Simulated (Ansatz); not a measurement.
Born–Oppenheimer molecular dynamics of C₄H₅ClO (11 atoms, charge 0, multiplicity 1). It goes on from the last frame of an earlier run, with new velocities.

All numbers below come from Ansatz 0.2.0, RKS PBE0-D4/STO-3G.

- ensemble: NVE (velocity Verlet)
- time step: 0.5 fs
- steps asked: 266
- starting velocities drawn for: 500 K
- seed: 304521

First frame:

```xyz
11
Properties=species:S:1:pos:R:3
C -0.106 -1.985 0.793
C 0.262 -0.739 0.638
O 1.413 0.102 0.695
C 0.096 0.669 0.285
C -0.131 1.046 -1.198
Cl -0.570 1.930 1.434
H 0.629 -2.795 1.112
H -1.161 -2.311 0.615
H -0.966 0.474 -1.658
H -0.447 2.099 -1.337
H 0.757 0.840 -1.829
```

(1) What does the run give?

(2) What happens to the structure?

(3) How do temperature and energy run in time?

Results:

(1) All steps were run.

- steps done: 266
- time covered: 133 fs
- mean temperature over the second half: 356 K
- spread of the potential energy over the second half: 7.8 meV per atom
- mean potential energy of the second half above the start: 15.4 meV per atom

The conserved energy stayed within 0.45 meV per atom of its start (net change 0.25 meV per atom), so the integration is sound. A run of 0.13 ps of so small a system gives no equilibrium averages. Limits of this set-up: minimal basis.

(2) The same pairs are bonded in the first frame and the last. Pairs count as bonded within 1.25 times the sum of covalent radii (0.12 Å more for H–H). This is one draw of velocities; another would differ in detail.

(3) 
| time (fs) | T (K) | potential energy less start (eV) | conserved less start (meV/atom) |
| --- | --- | --- | --- |
| 0 | 500 | 0.000 | 0.00 |
| 4 | 392 | 0.125 | -0.04 |
| 8 | 292 | 0.242 | 0.01 |
| 12 | 370 | 0.154 | 0.23 |
| 16 | 194 | 0.361 | 0.39 |
| 20 | 245 | 0.299 | 0.20 |
| 24 | 445 | 0.062 | -0.13 |
| 28 | 246 | 0.296 | 0.02 |
| 32 | 300 | 0.235 | 0.14 |
| 36 | 344 | 0.183 | 0.17 |
| 40 | 263 | 0.278 | 0.25 |
| 44 | 445 | 0.065 | 0.12 |
| 48 | 309 | 0.224 | 0.19 |
| 52 | 391 | 0.127 | 0.10 |
| 56 | 501 | -0.001 | 0.01 |
| 60 | 266 | 0.275 | 0.22 |
| 64 | 422 | 0.092 | 0.13 |
| 68 | 327 | 0.204 | 0.17 |
| 72 | 259 | 0.283 | 0.19 |
| 76 | 423 | 0.090 | 0.11 |
| 80 | 287 | 0.250 | 0.21 |
| 84 | 417 | 0.098 | 0.11 |
| 88 | 415 | 0.100 | 0.11 |
| 92 | 330 | 0.199 | 0.10 |
| 96 | 528 | -0.033 | -0.02 |
| 100 | 392 | 0.128 | 0.18 |
| 104 | 302 | 0.233 | 0.29 |
| 108 | 419 | 0.096 | 0.16 |
| 112 | 328 | 0.200 | 0.05 |
| 116 | 350 | 0.175 | 0.04 |
| 120 | 394 | 0.123 | 0.03 |
| 124 | 276 | 0.261 | 0.07 |
| 128 | 250 | 0.293 | 0.24 |
| 132 | 307 | 0.227 | 0.24 |

Run time: 8.4 min on 1 thread of Arm Neoverse V1 (shared host), peak memory 0.092 GiB.
